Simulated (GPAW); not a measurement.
**C2H2FN (SMILES FC1=CN1) at vdW-DF2/dzp (scalar-relativistic datasets, nve dynamics)**

Wanted: a short trajectory of C2H2FN. 

Program for the calculation: GPAW 26.7.0.

2 further runs of the same task are left out: 2 set aside as unsound or not needed.

## 1. The system as given

C2H2FN: 6 atoms, total charge 0, spin state singlet. As SMILES, `FC1=CN1`. The shape is that of a GFN2-xTB optimisation. The run starts from this shape.

Bond lengths: F1–C2 1.303 Å, C2–C3 1.281 Å, C2–N4 1.437 Å, C3–N4 1.543 Å, C3–H5 1.055 Å, N4–H6 1.030 Å. Angles: F1–C2–C3 152.4°, F1–C2–N4 138.6°, C3–C2–N4 68.9°, C2–C3–N4 60.4°, C2–N4–C3 50.8°, C2–C3–H5 160.7°, N4–C3–H5 138.9°, C2–N4–H6 112.5°, C3–N4–H6 112.4°.

## 2. A short trajectory at vdW-DF2/dzp (scalar-relativistic datasets, nve dynamics)

molecule.sdf reads:

```

     RDKit          3D

  6  6  0  0  0  0  0  0  0  0999 V2000
   -0.1562   -1.6634    1.0565 F   0  0  0  0  0  0  0  0  0  0  0  0
   -0.1032   -0.6360    0.2574 C   0  0  0  0  0  0  0  0  0  0  0  0
    0.4304    0.0371   -0.6929 C   0  0  0  0  0  0  0  0  0  0  0  0
   -0.7720    0.6232    0.0756 N   0  0  0  0  0  0  0  0  0  0  0  0
    1.0888    0.3135   -1.4695 H   0  0  0  0  0  0  0  0  0  0  0  0
   -0.4878    1.3255    0.7728 H   0  0  0  0  0  0  0  0  0  0  0  0
  2  1  1  0
  3  2  2  0
  4  3  1  0
  4  2  1  0
  5  3  1  0
  6  4  1  0
M  END
$$$$
```

run.py reads:

```python
import numpy as np
from ase import units
from ase.io import read
from ase.md.velocitydistribution import MaxwellBoltzmannDistribution, Stationary, ZeroRotation
from ase.md.verlet import VelocityVerlet
from gpaw import GPAW

# Structure
mol = read('molecule.sdf')
mol.set_cell([11.0, 11.0, 11.0])
mol.center()

# GPAW settings
gpaw_calc = GPAW(mode='lcao',
                 occupations={'name': 'methfessel-paxton', 'width': 0.1},
                 maxiter=100,
                 h=0.2,
                 xc={'name': 'vdW-DF2', 'backend': 'libvdwxc'},
                 symmetry='off',
                 basis='dzp',
                 txt='molecule.txt')
mol.calc = gpaw_calc

rng = np.random.default_rng(368)
MaxwellBoltzmannDistribution(mol, temperature_K=800, rng=rng)
Stationary(mol)
ZeroRotation(mol)
dyn = VelocityVerlet(mol, timestep=0.5 * units.fs, trajectory='md.traj', logfile='-')
dyn.run(30)
```

The run is started by

```
$ python run.py
```

Log:

```text
run.py:25: DeprecationWarning: Use thermalize_momenta
  MaxwellBoltzmannDistribution(mol, temperature_K=800, rng=rng)
Time[ps]      Etot[eV]     Epot[eV]     Ekin[eV]    T[K]
0.0000         -72.3553     -73.0975       0.7421   956.9
0.0005         -72.3558     -73.1241       0.7683   990.6
0.0010         -72.3559     -73.1349       0.7790  1004.4
0.0015         -72.3559     -73.1260       0.7701   993.0
0.0020         -72.3554     -73.1006       0.7452   960.8
0.0025         -72.3549     -73.0664       0.7115   917.4
0.0030         -72.3545     -73.0318       0.6772   873.2
0.0035         -72.3542     -73.0037       0.6494   837.4
0.0040         -72.3541     -72.9864       0.6323   815.3
0.0045         -72.3543     -72.9814       0.6271   808.6
0.0050         -72.3546     -72.9870       0.6324   815.5
0.0055         -72.3550     -72.9987       0.6436   829.9
0.0060         -72.3556     -73.0095       0.6538   843.1
0.0065         -72.3561     -73.0114       0.6553   845.0
0.0070         -72.3565     -72.9974       0.6408   826.3
0.0075         -72.3565     -72.9630       0.6065   782.0
0.0080         -72.3560     -72.9103       0.5543   714.7
0.0085         -72.3552     -72.8478       0.4927   635.2
0.0090         -72.3544     -72.7886       0.4342   559.9
0.0095         -72.3541     -72.7445       0.3904   503.3
0.0100         -72.3544     -72.7202       0.3658   471.7
0.0105         -72.3550     -72.7117       0.3567   459.9
0.0110         -72.3557     -72.7097       0.3540   456.4
0.0115         -72.3561     -72.7038       0.3477   448.3
0.0120         -72.3561     -72.6874       0.3313   427.2
0.0125         -72.3559     -72.6597       0.3038   391.8
0.0130         -72.3555     -72.6242       0.2687   346.4
0.0135         -72.3551     -72.5868       0.2317   298.8
0.0140         -72.3547     -72.5547       0.1999   257.8
0.0145         -72.3545     -72.5333       0.1788   230.5
0.0150         -72.3545     -72.5262       0.1718   221.5
```

molecule.txt, cut to the lines that bear on the results:

```text
[...]
Number of symmetries: 1
[...]
  Number of IBZ points: 1
[...]
basis functions: 62
Spin-components: 1 (collinear spins)
Bands:           18
[...]
  Valence electrons: 22.0
[...]
  Grid points: [56 56 56]
  Charge: 0.0  # |e|
[...]
    cutoffs:
[...]
occupation numbers:
  Methfessel-Paxton:
[...]
|iter     |     time |      energy | eigst |  dens |
[...]
|iter:   1| 00:05:28 |  -72.533580 |      c|       |
[...]
Converged in 7 steps
[...]
dipole moment: (0.418301, 0.096359, 0.054230)  # |e|*Ang
Fermi level: -4.365
[...]
|iter:   6| 00:05:46 |  -72.526225c|      c| -4.02c|
Converged in 6 steps
[...]
Energy contributions relative to reference atoms: (reference = -6276.038845)
Energy contributions:
  Kinetic:          17.637241
  Coulomb:         -21.338553
  Zero:              0.914638
  External:          0.000000
  Xc:              -69.739552
  Entropy:          -0.000000
  Spinorbit:         0.000000
  ----------------------------
  Free energy:     -72.526225
  Extrapolated:    -72.526225
dipole moment: (0.418290, 0.098011, 0.052773)  # |e|*Ang
Fermi level: -4.365
Eigenvalues  # (at kpt = [0.000, 0.000, 0.000])
| band index |      eig [eV] | occ [0-2] |
|------------|---------------|-----------|
|          0 |       -30.618 |     2.000 |
|        ... |               |           |
|          3 |       -14.812 |     2.000 |
|          4 |       -13.125 |     2.000 |
|          5 |       -11.407 |     2.000 |
|          6 |       -11.310 |     2.000 |
|          7 |       -10.049 |     2.000 |
|          8 |        -8.514 |     2.000 |
|          9 |        -8.285 |     2.000 |
|         10 |        -6.198 |     2.000 |
|         11 |        -2.600 |     0.000 |
|         12 |        -1.641 |     0.000 |
[...]
Gap: 3.598 eV
Transition (v -> c):
[...]
Forces  # eV/Ang
|        x |        y |        z |
|----------|----------|----------|
| -0.01168 |  2.25398 | -1.90065 |  # F    0
| -1.08461 |  0.32527 |  0.64349 |  # C    1
|  1.92264 | -0.24677 |  0.86687 |  # C    2
|  2.08469 | -1.76288 |  0.97619 |  # N    3
| -2.17196 | -0.37225 |  0.05246 |  # H    4
| -0.92025 | -0.20165 | -0.50694 |  # H    5
Force computation time: 0.114  # s
timing:  # [seconds]
  Total:  346.027  # ━━━━━━━━━━━━━━━━━━━━━━━━━━━━━━━━━━━━━━━━━━━━━━━━━━━━━━━━
  Init:     4.867  # ━
  SCF:    286.037  # ━━━━━━━━━━━━━━━━━━━━━━━━━━━━━━━━━━━━━━━━━━━━━━╸
  Forces:   3.568  # ╸
  Move:    51.435  # ━━━━━━━━╸
```

It took 5.8 min on 1 thread of Arm Neoverse V2, shared host; peak memory 0.98 GiB.

The path in brief:

| step | potential energy change (eV) | largest force (eV/Å) | temperature (K) |
| --- | --- | --- | --- |
| 0 | 0.0000 | 2.7361 | 957 |
| 2 | -0.0375 | 2.6136 | 1004 |
| 4 | -0.0031 | 3.8775 | 961 |
| 6 | 0.0657 | 4.4506 | 873 |
| 8 | 0.1110 | 4.3004 | 815 |
| 10 | 0.1104 | 3.5483 | 815 |
| 12 | 0.0880 | 2.5220 | 843 |
| 14 | 0.1001 | 2.0618 | 826 |
| 16 | 0.1872 | 3.1037 | 715 |
| 18 | 0.3089 | 4.2479 | 560 |
| 20 | 0.3772 | 4.3660 | 472 |
| 22 | 0.3877 | 3.5386 | 456 |
| 24 | 0.4100 | 2.6516 | 427 |
| 26 | 0.4733 | 2.7857 | 346 |
| 28 | 0.5428 | 2.8859 | 258 |
| 30 | 0.5712 | 2.9484 | 221 |
